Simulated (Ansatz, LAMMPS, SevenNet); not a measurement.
## Ladder of methods for the elastic constant C12 of hcp Cd

Reference value: 39.5 GPa (measured, temperature not stated, not corrected to a static lattice; as tabulated in Blaschke (2019), arXiv:1902.02451).

Task: Put these levels in order of the elastic constant C12 that they give for hcp Cd, smallest first: Lennard-Jones jacobson2022 (LAMMPS), SevenNet-0 (SevenNet), r²SCAN (Ansatz, a first-principles code).

Result: r²SCAN (41.3 GPa), SevenNet-0 (47.1 GPa), Lennard-Jones jacobson2022 (52.5 GPa)

Unless a cell is named, each level is at its own relaxed cell (Lennard-Jones jacobson2022 21.27, SevenNet-0 22.97, r²SCAN 21.98 Å³/atom).

Differences against the reference: Lennard-Jones jacobson2022 +33 %, SevenNet-0 +19.2 %, r²SCAN +4.6 %.

The measured value isn't corrected to a static lattice, so vibrations enter the comparison.  Each level is taken at its own relaxed cell. Ansatz's density-functional and Hartree–Fock values are scalar-relativistic unless marked +SOC, with PAW data made under PBE.

Empirical potentials (Lennard-Jones jacobson2022) are fitted to chosen data, which need not cover the solid at hand: agreement can be built in, and what lay outside the fit can be far off. Machine-learned potentials (SevenNet-0) are trained on DFT data, which may include these solids.

Differences are worked out from the printed values.
